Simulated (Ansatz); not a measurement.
What a trial cell of Ga3W relaxes into

Computed with Ansatz, DFT PBE, scalar-relativistic, plane waves, PAW. Cutoff 420 eV, Γ-centred k mesh, Gaussian smearing, no spin polarisation in the final step.

The start puts Ga3W on the Ni3Sn (D0_19) structure type (P6_3/mmc, No. 194), with W in place of Sn, Ga in place of Ni, at a guessed volume.

```yaml
crystal:
  lattice:
    - [5.85398, 0.00000, 0.00000]
    - [-2.92699, 5.06970, 0.00000]
    - [0.00000, 0.00000, 4.69872]
  atoms:
    - { symbol: Ga, position: [0.83300, 0.66600, 0.25000] }
    - { symbol: Ga, position: [0.16700, 0.83300, 0.75000] }
    - { symbol: Ga, position: [0.33400, 0.16700, 0.25000] }
    - { symbol: Ga, position: [0.16700, 0.33400, 0.75000] }
    - { symbol: Ga, position: [0.83300, 0.16700, 0.25000] }
    - { symbol: Ga, position: [0.66600, 0.83300, 0.75000] }
    - { symbol: W, position: [0.33333, 0.66667, 0.25000] }
    - { symbol: W, position: [0.66667, 0.33333, 0.75000] }
```

Cell and atoms relax at zero pressure; the relaxation can't lower the symmetry of the start. After a coarse first stage the cell is made exact in the group found at 0.06 Å.

Formation energies are uncorrected and refer to the elements' standard structures at the same level.

Problem. Which crystal results?

Solution. It keeps P6_3/mmc (No. 194). The result has the Ni3Sn (D0_19) structure. Conventional cell: a = 5.485 Å, c = 4.851 Å. Ga is coordinated by 8 Ga at 2.71–2.91 Å and 4 W at 2.74–2.89 Å; W is coordinated by 12 Ga at 2.74–2.89 Å.

```
Ga W
1.0
     5.48524    0.00000    0.00000
    -2.74262    4.75036    0.00000
     0.00000    0.00000    4.85074
Ga W
6 2
Direct
  0.83157 0.66314 0.25000
  0.16843 0.83157 0.75000
  0.33686 0.16843 0.25000
  0.16843 0.33686 0.75000
  0.83157 0.16843 0.25000
  0.66314 0.83157 0.75000
  0.33333 0.66667 0.25000
  0.66667 0.33333 0.75000
```

Problem. What are its volume, energy, density and gap?

Solution. The volume per atom is 15.80 Å³ and the density is 10.33 g/cm³. The energy over the elements is 0.29 eV/atom and the gap on the 12×12×8 mesh is 0 eV (a metal).

The final run used a 12×12×8 mesh on its 8-atom cell and 0.10 eV smearing. For metals, differences of a few meV/atom aren't resolved. Spin–orbit coupling is left out. Symmetry constrained the relaxation, so the result can be a saddle point. The steps took about 5 core-minutes in all.